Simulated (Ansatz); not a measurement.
Rock-salt RbBr, treated with RPBE (Ansatz, a quantum-chemistry and plane-wave program, PAW).

Numerical settings: plane-wave cutoff 520 eV, 8×8×8 k mesh, Fermi–Dirac smearing 0.01 eV, scalar-relativistic PAW data made under PBE.

Properties against volume:

| V (Å³/atom) | P (GPa) | direct gap at Γ (eV) |
|---|---|---|
| 44.846 | 0.65 | 4.419 |
| 45.800 | 0.41 | 4.366 |
| 46.754 | 0.19 | 4.315 |
| 47.709 | 0.00 | 4.266 |
| 48.663 | -0.17 | 4.218 |
| 49.617 | -0.33 | 4.171 |
| 50.571 | -0.46 | 4.126 |

A straight line through the gaps at Γ against ln V gives a volume deformation potential dE_g(Γ)/d ln V of -2.4 eV: the gap at Γ widens under compression.

Measured, for comparison: band gap 7.2 eV (temperature not stated, no zero-point or thermal correction; as tabulated in Aguado et al. (1998), arXiv:cond-mat/9809176).

Note: the cell is over a tenth larger than the published one: the level's own overestimate first of all, though another phase or state, or a fault of the published cell, is possible.

Spin–orbit coupling is not included.
